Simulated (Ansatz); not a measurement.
Ansatz (a first-principles code) input (CCSD(T)/aug-cc-pVDZ):

Ansatz 0.2 input:
```yaml
crystal:
  periodic: [false, false, false]
  atoms:
    - {symbol: C, position_ang: [0.00645702, 0.00137118, 1.45419528]}
    - {symbol: C, position_ang: [0.00055087, 0.00011698, 0.12406297]}
    - {symbol: H, position_ang: [0.00482541, 0.92504598, 2.01974462]}
    - {symbol: H, position_ang: [0.01311859, -0.92123548, 2.02144868]}
    - {symbol: C, position_ang: [-0.00871144, 1.26990929, -0.67778781]}
    - {symbol: H, position_ang: [-0.00983323, 2.15257845, -0.03893565]}
    - {symbol: H, position_ang: [0.86531059, 1.32034450, -1.33448046]}
    - {symbol: H, position_ang: [-0.88895351, 1.31247184, -1.32668362]}
    - {symbol: C, position_ang: [0.00270273, -1.27118527, -0.67544245]}
    - {symbol: H, position_ang: [0.00950511, -2.15264813, -0.03496206]}
    - {symbol: H, position_ang: [-0.87711609, -1.32285146, -1.32425130]}
    - {symbol: H, position_ang: [0.87714802, -1.31497880, -1.33204813]}
basis:
  gaussian:
    orbitals: aug-cc-pVDZ
magnetization: {spin_polarized: false}
correlation: {method: ccsd_t, electrons: outside_noble_gas}
output: {forces: true}
```

End of the output:

```
the calculation of the forces begins
Total energy: -4266.41173541 eV, -156.7877393986 hartree
Atom 0 at     0.006457     0.001371     1.454195 Å, force     0.005010     0.001064     1.128330 eV/Å
Atom 1 at     0.000551     0.000117     0.124063 Å, force    -0.004805    -0.001020    -1.082146 eV/Å
Atom 2 at     0.004825     0.925046     2.019745 Å, force    -0.000802     0.444579     0.268377 eV/Å
Atom 3 at     0.013119    -0.921235     2.021449 Å, force     0.003189    -0.444072     0.269197 eV/Å
Atom 4 at    -0.008711     1.269909    -0.677788 Å, force    -0.000514     0.043903    -0.071247 eV/Å
Atom 5 at    -0.009833     2.152578    -0.038936 Å, force    -0.000447     0.399967     0.303208 eV/Å
Atom 6 at     0.865311     1.320345    -1.334480 Å, force     0.386556     0.010885    -0.263857 eV/Å
Atom 7 at    -0.888954     1.312472    -1.326684 Å, force    -0.388968     0.007404    -0.260410 eV/Å
Atom 8 at     0.002703    -1.271185    -0.675442 Å, force    -0.000119    -0.044038    -0.071166 eV/Å
Atom 9 at     0.009505    -2.152648    -0.034962 Å, force     0.003143    -0.399395     0.303946 eV/Å
Atom 10 at    -0.877116    -1.322851    -1.324251 Å, force    -0.388883    -0.011379    -0.260392 eV/Å
Atom 11 at     0.877148    -1.314979    -1.332048 Å, force     0.386640    -0.007899    -0.263839 eV/Å
Dipole moment:    -0.000443    -0.000094    -0.099693 e Å
```
